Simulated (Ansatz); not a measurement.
**B2SiH (sextet): the correlation ladder, def2-TZVPP**

The task here is to estimate one member of a computed series from the others.

Computed with Ansatz 0.2.0, Gaussian basis. Level: def2-TZVPP, core rule «outside noble gas», up to 7 orbitals frozen.

Plan: UHF; ROHF; CCSD(T) on UHF.

**The system**

The geometry is a PBE0/def2-TZVP stationary point (not a proven minimum) of the parent state, kept for this charge and spin.

4 atoms, charge 0, spin multiplicity 6.

Atoms are counted from 1 here; the program's logs count them from 0.

Bond lengths: B1–B2 1.579 Å, B2–Si3 1.996 Å, B2–H4 1.210 Å. Angles: B1–B2–Si3 136.4°, B1–B2–H4 115.9°, Si3–B2–H4 107.7°.

The first run:

in.yaml

```yaml
crystal:
  periodic: [false, false, false]
  atoms:
    - {symbol: B, position_ang: [0.000000, -0.380732, 2.150191]}
    - {symbol: B, position_ang: [0.000000, 0.405618, 0.780388]}
    - {symbol: Si, position_ang: [0.000000, -0.067455, -1.159082]}
    - {symbol: H, position_ang: [0.000000, 1.612658, 0.864045]}
basis:
  gaussian: {orbitals: def2-TZVPP}
magnetization: {spin_polarized: true, initial_magnetization: 5}
hamiltonian: {xc: hf}
output: {orbitals: {seedname: orbitals}}
```

The run is started by

```sh
ansatz run in.yaml --threads 1 --pin off --events-out ev --progress --plain --max-ram 4096MiB --backend cpu
```

Among the steps run: UHF; ROHF; CCSD(T) on UHF.

One table of the session follows, with a row left open; its other results are not shown here.

| method | from UCCSD(T) (kJ/mol) |
| --- | --- |
| ROHF | ? |
| UHF | +634.8 |
| UMP2 | +129.7 |
| UCCSD | +30.9 |
| UCCSD(T) | 0 |

**Question.** Estimate the row for ROHF.

The run gave: from UCCSD(T) (kJ/mol): +643.3. In the column «from UCCSD(T) (kJ/mol)» it is the highest.
